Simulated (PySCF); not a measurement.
These compounds are isomers of formula C₂H₅N.

A. Aziridine (SMILES C1CN1)
B. E-ethanimine (SMILES [H]/N=C/C)
C. N-methylmethanimine

Spectrum 1. $^{13}$C{$^{1}$H} NMR (computed): δ 157.4 (CH2), 53.2 (CH3).

Spectrum 2. $^{13}$C{$^{1}$H} NMR (computed): δ 175.9 (CH), 27.8 (CH3).

Spectrum 3. $^{13}$C{$^{1}$H} NMR (computed): δ 18.0 (CH2).

Isolated molecule, relativity neglected, fast rotation and ring inversion assumed for equivalent nuclei, a single conformation. σ from GIAO-PBE0/pcSseg-1; B3LYP/pcJ-1 coupling constants; structure optimised with PBE0-D3(BJ)/def2-SVP; PySCF.

References, each an isolated molecule treated in the same way: $^{13}$C (σref 184.41) against TMS. Shifts are as computed. Against solution values, carbons near 30 ppm lie about +2 ppm off and those near 130 ppm about +5 ppm. Of 1211 compounds with measured shifts, 218 miss one by over three times the rms of a fit or turn the order of signals round; such compounds aren't used in these exercises.

Which spectrum belongs to which compound?

Results:

1–C, 2–B, 3–A.

- Spectrum 1 (C): 2 $^{13}$C signals; δC 53.2 is a methyl carbon bonded to N; δC 157.4 is a C=N carbon.
- Spectrum 2 (B): 2 $^{13}$C signals; δC 27.8 is a methyl carbon; δC 175.9 is a C=N carbon.
- Spectrum 3 (A): a single $^{13}$C signal, at 18.0 ppm (aziridine ring carbon).
